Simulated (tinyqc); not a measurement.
Worked calculation: MP2 on RHF in the sto-6g basis, frozen core, for H2O, spin multiplicity 1. Computed by tinyqc, a small Python program that keeps every step (integrals from PySCF). Settings: charge = 0, multiplicity = 1, basis = sto-6g, method = RHF, frozen orbitals = 1, energy threshold = 1e-10, iteration cap = 62, orthogonalisation = canonical, start = Wolfsberg-Helmholz matrix, DIIS depth = 6. Command: `OMP_NUM_THREADS=1 python tinyqc.py 26735 26736 out.jsonl` (the two numbers bound the seeds that draw the settings). One thread of a shared host (Intel(R) Xeon(R) Processor @ 2.60GHz), about 0.2 s of CPU time with the checks. The early iterations of the SCF are left out here.

## One-electron integrals

Geometry (angstrom):
```
atom         x          y         z
O     0.000000   0.000000  0.000000
H     0.000000   0.831000  0.654000
H     0.000000  -0.831000  0.654000
```

Basis sto-6g: exponents (1/bohr^2) and contraction coefficients of normalised primitives:
```
element  l (shell)     exponent  coefficient
O            s (1)  1355.584234     0.009164
O            s (1)   248.544885     0.049361
O            s (1)    69.533902     0.168538
O            s (1)    23.886772     0.370563
O            s (1)     9.275933     0.416492
O            s (1)     3.820341     0.130334
O            s (2)    52.187762    -0.013253
O            s (2)    10.329320    -0.046992
O            s (2)     3.210345    -0.033785
O            s (2)     1.235135     0.250242
O            s (2)     0.536420     0.595117
O            s (2)     0.245881     0.240706
O            p (3)    52.187762     0.003760
O            p (3)    10.329320     0.037679
O            p (3)     3.210345     0.173897
O            p (3)     1.235135     0.418036
O            p (3)     0.536420     0.425860
O            p (3)     0.245881     0.101708
H            s (1)    35.523221     0.009164
H            s (1)     6.513144     0.049361
H            s (1)     1.822143     0.168538
H            s (1)     0.625955     0.370563
H            s (1)     0.243077     0.416492
H            s (1)     0.100112     0.130334
```

Overlap, kinetic and nuclear-attraction integrals over the contracted functions; the nuclear repulsion is the sum of Za Zb / Rab.

nuclear repulsion = 8.32496626 hartree

overlap S, order 1O 1s, 1O 2s, 1O 2px, 1O 2py, 1O 2pz, 2H 1s, 3H 1s:
```
[[1.000000, 0.231145, 0.000000, 0.000000, 0.000000, 0.044019, 0.044019],
 [0.231145, 1.000000, 0.000000, 0.000000, 0.000000, 0.413581, 0.413581],
 [0.000000, 0.000000, 1.000000, 0.000000, 0.000000, 0.000000, 0.000000],
 [0.000000, 0.000000, 0.000000, 1.000000, 0.000000, 0.279915, -0.279915],
 [0.000000, 0.000000, 0.000000, 0.000000, 1.000000, 0.220294, 0.220294],
 [0.044019, 0.413581, 0.000000, 0.279915, 0.220294, 1.000000, 0.202527],
 [0.044019, 0.413581, 0.000000, -0.279915, 0.220294, 0.202527, 1.000000]]
```

kinetic energy T (hartree), order 1O 1s, 1O 2s, 1O 2px, 1O 2py, 1O 2pz, 2H 1s, 3H 1s:
```
[[29.327197, -0.896024, 0.000000, 0.000000, 0.000000, -0.005178, -0.005178],
 [-0.896024, 0.842618, 0.000000, 0.000000, 0.000000, 0.084753, 0.084753],
 [0.000000, 0.000000, 2.531309, 0.000000, 0.000000, 0.000000, 0.000000],
 [0.000000, 0.000000, 0.000000, 2.531309, 0.000000, 0.166228, -0.166228],
 [0.000000, 0.000000, 0.000000, 0.000000, 2.531309, 0.130822, 0.130822],
 [-0.005178, 0.084753, 0.000000, 0.166228, 0.130822, 0.768522, -0.002474],
 [-0.005178, 0.084753, 0.000000, -0.166228, 0.130822, -0.002474, 0.768522]]
```

nuclear attraction V (hartree), order 1O 1s, 1O 2s, 1O 2px, 1O 2py, 1O 2pz, 2H 1s, 3H 1s:
```
[[-62.259136, -6.382616, 0.000000, 0.000000, -0.016644, -1.390482, -1.390482],
 [-6.382616, -9.993916, 0.000000, 0.000000, -0.190713, -3.223360, -3.223360],
 [0.000000, 0.000000, -9.927127, 0.000000, 0.000000, 0.000000, 0.000000],
 [0.000000, 0.000000, 0.000000, -10.050101, 0.000000, -1.935884, 1.935884],
 [-0.016644, -0.190713, 0.000000, 0.000000, -10.003294, -1.578706, -1.578706],
 [-1.390482, -3.223360, 0.000000, -1.935884, -1.578706, -5.462578, -1.218105],
 [-1.390482, -3.223360, 0.000000, 1.935884, -1.578706, -1.218105, -5.462578]]
```

core Hamiltonian H = T + V (hartree), order 1O 1s, 1O 2s, 1O 2px, 1O 2py, 1O 2pz, 2H 1s, 3H 1s:
```
[[-32.931939, -7.278640, 0.000000, 0.000000, -0.016644, -1.395660, -1.395660],
 [-7.278640, -9.151298, 0.000000, 0.000000, -0.190713, -3.138608, -3.138608],
 [0.000000, 0.000000, -7.395818, 0.000000, 0.000000, 0.000000, 0.000000],
 [0.000000, 0.000000, 0.000000, -7.518792, 0.000000, -1.769656, 1.769656],
 [-0.016644, -0.190713, 0.000000, 0.000000, -7.471985, -1.447884, -1.447884],
 [-1.395660, -3.138608, 0.000000, -1.769656, -1.447884, -4.694056, -1.220579],
 [-1.395660, -3.138608, 0.000000, 1.769656, -1.447884, -1.220579, -4.694056]]
```

## Two-electron integrals

Functions are numbered as in S; the eight-fold symmetry (ij|kl) = (ji|kl) = (kl|ij) leaves the list below.

Two-electron integrals (ij|kl) in chemists' order, unique and non-zero (hartree):
```
(11|11) 4.787491    (21|11) 0.675884    (21|21) 0.121505    (22|11) 1.117379
(22|21) 0.249212    (22|22) 0.817383    (31|31) 0.025762    (32|31) 0.039145
(32|32) 0.180664    (33|11) 1.117381    (33|21) 0.249212    (33|22) 0.817382
(33|33) 0.880663    (41|41) 0.025762    (42|41) 0.039145    (42|42) 0.180664
(43|43) 0.047461    (44|11) 1.117381    (44|21) 0.249212    (44|22) 0.817382
(44|33) 0.785741    (44|44) 0.880663    (51|51) 0.025762    (52|51) 0.039145
(52|52) 0.180664    (53|53) 0.047461    (54|54) 0.047461    (55|11) 1.117381
(55|21) 0.249212    (55|22) 0.817382    (55|33) 0.785741    (55|44) 0.785741
(55|55) 0.880663    (61|11) 0.137170    (61|21) 0.023639    (61|22) 0.047438
(61|33) 0.047336    (61|41) 0.000910    (61|42) 0.001779    (61|44) 0.047525
(61|51) 0.000716    (61|52) 0.001400    (61|54) 0.000148    (61|55) 0.047453
(61|61) 0.004688    (62|11) 0.338744    (62|21) 0.076634    (62|22) 0.278962
(62|33) 0.274292    (62|41) 0.004828    (62|42) 0.035889    (62|44) 0.282944
(62|51) 0.003800    (62|52) 0.028245    (62|54) 0.006809    (62|55) 0.279651
(62|61) 0.014996    (62|62) 0.119298    (63|31) 0.008444    (63|32) 0.047767
(63|43) 0.007375    (63|53) 0.005804    (63|63) 0.016711    (64|11) 0.194198
(64|21) 0.044550    (64|22) 0.172961    (64|33) 0.165212    (64|41) 0.010890
(64|42) 0.068684    (64|44) 0.185208    (64|51) 0.001925    (64|52) 0.016462
(64|54) 0.009933    (64|55) 0.168462    (64|61) 0.009108    (64|62) 0.089925
(64|64) 0.083735    (65|11) 0.152834    (65|21) 0.035061    (65|22) 0.136121
(65|33) 0.130022    (65|41) 0.001925    (65|42) 0.016462    (65|44) 0.134152
(65|51) 0.009959    (65|52) 0.060722    (65|54) 0.010625    (65|55) 0.144188
(65|61) 0.007168    (65|62) 0.070771    (65|64) 0.052748    (65|65) 0.058224
(66|11) 0.487689    (66|21) 0.112384    (66|22) 0.468436    (66|33) 0.449896
(66|41) 0.009038    (66|42) 0.092295    (66|44) 0.484242    (66|51) 0.007113
(66|52) 0.072636    (66|54) 0.027030    (66|55) 0.471169    (66|61) 0.022208
(66|62) 0.255915    (66|64) 0.220121    (66|65) 0.173236    (66|66) 0.774999
(71|11) 0.137170    (71|21) 0.023639    (71|22) 0.047438    (71|33) 0.047336
(71|41) -0.000910   (71|42) -0.001779   (71|44) 0.047525    (71|51) 0.000716
(71|52) 0.001400    (71|54) -0.000148   (71|55) 0.047453    (71|61) 0.004618
(71|62) 0.014494    (71|64) 0.008031    (71|65) 0.006931    (71|66) 0.021206
(71|71) 0.004688    (72|11) 0.338744    (72|21) 0.076634    (72|22) 0.278962
(72|33) 0.274292    (72|41) -0.004828   (72|42) -0.035889   (72|44) 0.282944
(72|51) 0.003800    (72|52) 0.028245    (72|54) -0.006809   (72|55) 0.279651
(72|61) 0.014494    (72|62) 0.096034    (72|64) 0.050068    (72|65) 0.055389
(72|66) 0.167709    (72|71) 0.014996    (72|72) 0.119298    (73|31) 0.008444
(73|32) 0.047767    (73|43) -0.007375   (73|53) 0.005804    (73|63) 0.013006
(73|73) 0.016711    (74|11) -0.194198   (74|21) -0.044550   (74|22) -0.172961
(74|33) -0.165212   (74|41) 0.010890    (74|42) 0.068684    (74|44) -0.185208
(74|51) -0.001925   (74|52) -0.016462   (74|54) 0.009933    (74|55) -0.168462
(74|61) -0.008031   (74|62) -0.050068   (74|64) -0.013649   (74|65) -0.028259
(74|66) -0.078432   (74|71) -0.009108   (74|72) -0.089925   (74|74) 0.083735
(75|11) 0.152834    (75|21) 0.035061    (75|22) 0.136121    (75|33) 0.130022
(75|41) -0.001925   (75|42) -0.016462   (75|44) 0.134152    (75|51) 0.009959
(75|52) 0.060722    (75|54) -0.010625   (75|55) 0.144188    (75|61) 0.006931
(75|62) 0.055389    (75|64) 0.028259    (75|65) 0.044425    (75|66) 0.105667
(75|71) 0.007168    (75|72) 0.070771    (75|74) -0.052748   (75|75) 0.058224
(76|11) 0.120919    (76|21) 0.027639    (76|22) 0.109096    (76|33) 0.106573
(76|44) 0.108642    (76|51) 0.002156    (76|52) 0.019005    (76|55) 0.112073
(76|61) 0.005351    (76|62) 0.046413    (76|64) 0.030268    (76|65) 0.030967
(76|66) 0.103475    (76|71) 0.005351    (76|72) 0.046413    (76|74) -0.030268
(76|75) 0.030967    (76|76) 0.022414    (77|11) 0.487689    (77|21) 0.112384
(77|22) 0.468436    (77|33) 0.449896    (77|41) -0.009038   (77|42) -0.092295
(77|44) 0.484242    (77|51) 0.007113    (77|52) 0.072636    (77|54) -0.027030
(77|55) 0.471169    (77|61) 0.021206    (77|62) 0.167709    (77|64) 0.078432
(77|65) 0.105667    (77|66) 0.314761    (77|71) 0.022208    (77|72) 0.255915
(77|74) -0.220121   (77|75) 0.173236    (77|76) 0.103475    (77|77) 0.774999
```

## Orthogonalisation

S = U s U^T; canonical form X = U s^(-1/2), so that X^T S X = 1. Each column of U has its largest component positive (the first on a tie).

eigenvalues of S: [0.407129, 0.490130, 0.887206, 1.000000, 1.095407, 1.307343, 1.812785]

X, order 1O 1s, 1O 2s, 1O 2px, 1O 2py, 1O 2pz, 2H 1s, 3H 1s:
```
[[-0.318769, 0.000000, 0.744730, 0.000000, -0.617037, 0.000000, 0.165257],
 [1.077978, 0.000000, -0.299716, 0.000000, -0.306880, 0.000000, 0.435646],
 [0.000000, 0.000000, 0.000000, 1.000000, 0.000000, 0.000000, 0.000000],
 [0.000000, 0.875968, 0.000000, 0.000000, 0.000000, 0.690824, 0.000000],
 [0.507987, 0.000000, 0.653257, 0.000000, 0.632802, 0.000000, 0.207014],
 [-0.683565, -0.797795, -0.167239, 0.000000, 0.137030, 0.379258, 0.381893],
 [-0.683565, 0.797795, -0.167239, 0.000000, 0.137030, -0.379258, 0.381893]]
```

## Iteration 8 (converged): orbitals

converged F (hartree), order 1O 1s, 1O 2s, 1O 2px, 1O 2py, 1O 2pz, 2H 1s, 3H 1s:
```
[[-20.515511, -4.964029, 0.000000, 0.000000, -0.026116, -0.953142, -0.953142],
 [-4.964029, -2.316533, 0.000000, 0.000000, -0.089050, -0.855273, -0.855273],
 [0.000000, 0.000000, -0.393838, 0.000000, 0.000000, 0.000000, 0.000000],
 [0.000000, 0.000000, 0.000000, -0.263130, 0.000000, -0.368066, 0.368066],
 [-0.026116, -0.089050, 0.000000, 0.000000, -0.302976, -0.338665, -0.338665],
 [-0.953142, -0.855273, 0.000000, -0.368066, -0.338665, -0.462150, -0.291287],
 [-0.953142, -0.855273, 0.000000, 0.368066, -0.338665, -0.291287, -0.462150]]
```

Diagonalise F' = X^T F X, C = X C', fill 5 alpha and 5 beta electrons from the bottom; D = 2 C_occ C_occ^T. Each column has its largest component positive (the first on a tie).

F' = X^T F X (hartree):
```
[[-0.075839, 0.000000, 2.019704, 0.000000, -1.528768, 0.000000, 0.336413],
 [0.000000, 0.609475, 0.000000, 0.000000, 0.000000, 0.105318, 0.000000],
 [2.019704, 0.000000, -9.081051, 0.000000, 8.975307, 0.000000, -3.873052],
 [0.000000, 0.000000, 0.000000, -0.393838, 0.000000, 0.000000, 0.000000],
 [-1.528768, 0.000000, 8.975307, 0.000000, -9.654933, 0.000000, 4.172441],
 [0.000000, 0.105318, 0.000000, 0.000000, 0.000000, -0.560461, 0.000000],
 [0.336413, 0.000000, -3.873052, 0.000000, 4.172441, 0.000000, -2.882161]]
```

orbital energies (hartree): [-20.518536, -1.232657, -0.569867, -0.448510, -0.393838, 0.505720, 0.618880]

coefficients C, order 1O 1s, 1O 2s, 1O 2px, 1O 2py, 1O 2pz, 2H 1s, 3H 1s:
```
[[0.996795, -0.225709, 0.000000, 0.089897, 0.000000, -0.107957, 0.000000],
 [0.014703, 0.873932, 0.000000, -0.496700, 0.000000, 0.724668, 0.000000],
 [0.000000, 0.000000, 0.000000, 0.000000, 1.000000, 0.000000, 0.000000],
 [0.000000, 0.000000, 0.610169, 0.000000, 0.000000, 0.000000, 0.933944],
 [0.002622, 0.098295, 0.000000, 0.754820, 0.000000, 0.740720, 0.000000],
 [-0.003068, 0.144920, 0.448717, 0.316299, 0.000000, -0.734026, -0.760899],
 [-0.003068, 0.144920, -0.448717, 0.316299, 0.000000, -0.734026, 0.760899]]
```

D after iteration 8, order 1O 1s, 1O 2s, 1O 2px, 1O 2py, 1O 2pz, 2H 1s, 3H 1s:
```
[[2.105251, -0.454502, 0.000000, 0.000000, 0.096566, -0.014667, -0.014667],
 [-0.454502, 2.021370, 0.000000, 0.000000, -0.577956, -0.061001, -0.061001],
 [0.000000, 0.000000, 2.000000, 0.000000, 0.000000, 0.000000, 0.000000],
 [0.000000, 0.000000, 0.000000, 0.744613, 0.000000, 0.547587, -0.547587],
 [0.096566, -0.577956, 0.000000, 0.000000, 1.158845, 0.505971, 0.505971],
 [-0.014667, -0.061001, 0.000000, 0.547587, 0.505971, 0.644806, -0.160582],
 [-0.014667, -0.061001, 0.000000, -0.547587, 0.505971, -0.160582, 0.644806]]
```

## Convergence

Stop when the energy changes by less than 1e-10 hartree and every element of the error matrix X^T (F D S - S D F) X is below 3e-06.

Course of the cycle:
```
iteration   E (hartree)     change  largest element of the error matrix
1          -75.27899328          -                             7.15e-01
2          -75.65020271  -3.71e-01                             1.62e-01
3          -75.66859418  -1.84e-02                             4.20e-02
4          -75.67034704  -1.75e-03                             8.63e-03
5          -75.67044270  -9.57e-05                             2.00e-03
6          -75.67045417  -1.15e-05                             3.75e-05
7          -75.67045417  -7.48e-10                             3.12e-07
8          -75.67045417  -4.26e-14                             6.65e-10
```

PySCF RHF in the same basis = -75.67045417 hartree

Converged in 8 iterations.

## Integrals over molecular orbitals

(pq|rs) = sum C_ip C_jq C_kr C_ls (ij|kl), one index at a time.

one-electron integrals over orbitals h = C^T H C (hartree):
```
[[-32.919057, 0.574214, 0.000000, -0.221514, 0.000000, 0.279581, 0.000000],
 [0.574214, -7.638164, 0.000000, 0.515152, 0.000000, -1.293748, 0.000000],
 [0.000000, 0.000000, -6.136125, 0.000000, 0.000000, 0.000000, -1.752825],
 [-0.221514, 0.515152, 0.000000, -6.742848, 0.000000, -1.238018, 0.000000],
 [0.000000, 0.000000, 0.000000, 0.000000, -7.395818, 0.000000, 0.000000],
 [0.279581, -1.293748, 0.000000, -1.238018, 0.000000, -5.341412, 0.000000],
 [0.000000, 0.000000, -1.752825, 0.000000, 0.000000, 0.000000, -5.550002]]
```

Two-electron integrals over orbitals (pq|rs), unique and non-zero (hartree); the lowest 1 orbital is frozen and left out:
```
(22|22) 0.726610    (32|32) 0.134767    (33|22) 0.626255    (33|33) 0.607534
(42|22) -0.016223   (42|33) 0.004317    (42|42) 0.129290    (43|32) 0.025439
(43|43) 0.052988    (44|22) 0.668805    (44|33) 0.578106    (44|42) -0.098495
(44|44) 0.729493    (52|52) 0.148985    (53|53) 0.027239    (54|52) -0.045060
(54|54) 0.050757    (55|22) 0.754027    (55|33) 0.611727    (55|42) -0.077494
(55|44) 0.704638    (55|55) 0.880663    (62|22) 0.137596    (62|33) 0.070461
(62|42) 0.027994    (62|44) 0.072235    (62|55) 0.148486    (62|62) 0.097929
(63|32) -0.037902   (63|43) -0.035019   (63|63) 0.073710    (64|22) 0.116532
(64|33) 0.046886    (64|42) -0.044160   (64|44) 0.129743    (64|55) 0.138583
(64|62) 0.061067    (64|64) 0.087907    (65|52) 0.053773    (65|54) 0.003432
(65|65) 0.035534    (66|22) 0.601863    (66|33) 0.557864    (66|42) 0.051392
(66|44) 0.547777    (66|55) 0.582643    (66|62) 0.095408    (66|64) 0.049601
(66|66) 0.589814    (72|32) 0.050473    (72|43) -0.031851   (72|63) 0.031783
(72|72) 0.066001    (73|22) 0.156733    (73|33) 0.089663    (73|42) -0.078095
(73|44) 0.148254    (73|55) 0.198389    (73|62) 0.071797    (73|64) 0.094142
(73|66) 0.042187    (73|73) 0.157707    (74|32) -0.074290   (74|43) -0.008636
(74|63) 0.051567    (74|72) -0.016914   (74|74) 0.070349    (75|53) 0.023850
(75|75) 0.024726    (76|32) 0.090236    (76|43) 0.058087    (76|63) -0.066283
(76|72) -0.005819   (76|74) -0.060447   (76|76) 0.114860    (77|22) 0.613613
(77|33) 0.591898    (77|42) -0.016821   (77|44) 0.588211    (77|55) 0.613287
(77|62) 0.064696    (77|64) 0.046889    (77|66) 0.556976    (77|73) 0.093391
(77|77) 0.603486
```

## Second-order Moller-Plesset energy

Hartree-Fock energy = -75.67045417 hartree

E2 = sum_ijab (ia|jb) [2 (ia|jb) - (ib|ja)] / (e_i + e_j - e_a - e_b) over occupied i, j and virtual a, b; the opposite-spin part is (ia|jb)^2 / denominator, the rest is same-spin, and SCS-MP2 scales them by 6/5 and 1/3.

Terms:
```
i  j  a  b    (ia|jb)    (ib|ja)  denominator       term
3  3  7  7   0.157707   0.157707    -2.377494  -0.010461
4  3  6  7   0.094142   0.051567    -2.142976  -0.006006
3  4  7  6   0.094142   0.051567    -2.142976  -0.006006
4  4  6  6   0.087907   0.087907    -1.908459  -0.004049
2  2  6  6   0.097929   0.097929    -3.476754  -0.002758
3  2  7  6   0.071797   0.031783    -2.927124  -0.002742
2  3  6  7   0.071797   0.031783    -2.927124  -0.002742
3  3  6  6   0.073710   0.073710    -2.151173  -0.002526
4  4  7  7   0.070349   0.070349    -2.134780  -0.002318
2  4  6  6   0.061067   0.061067    -2.692607  -0.001385
4  2  6  6   0.061067   0.061067    -2.692607  -0.001385
2  2  7  7   0.066001   0.066001    -3.703075  -0.001176
5  5  6  6   0.035534   0.035534    -1.799115  -0.000702
5  5  7  7   0.024726   0.024726    -2.025435  -0.000302
3  4  6  7   0.051567   0.094142    -2.142976  -0.000216
4  3  7  6   0.051567   0.094142    -2.142976  -0.000216
2  4  7  7  -0.016914  -0.016914    -2.918927  -0.000098
4  2  7  7  -0.016914  -0.016914    -2.918927  -0.000098
3  2  6  7   0.031783   0.071797    -2.927124   0.000089
2  3  7  6   0.031783   0.071797    -2.927124   0.000089
```

Pair energies (hartree; pair i-j sums ij and ji):
```
pair  opposite spin  same spin
2-2       -0.003935   0.000000
3-2       -0.004212  -0.001094
3-3       -0.012987   0.000000
4-2       -0.002966   0.000000
4-3       -0.010753  -0.001692
4-4       -0.006367   0.000000
5-5       -0.001004   0.000000
```

MP2 correlation energy = -0.04500981 hartree

SCS-MP2 correlation energy = -0.05159748 hartree

MP2 total energy = -75.71546398 hartree
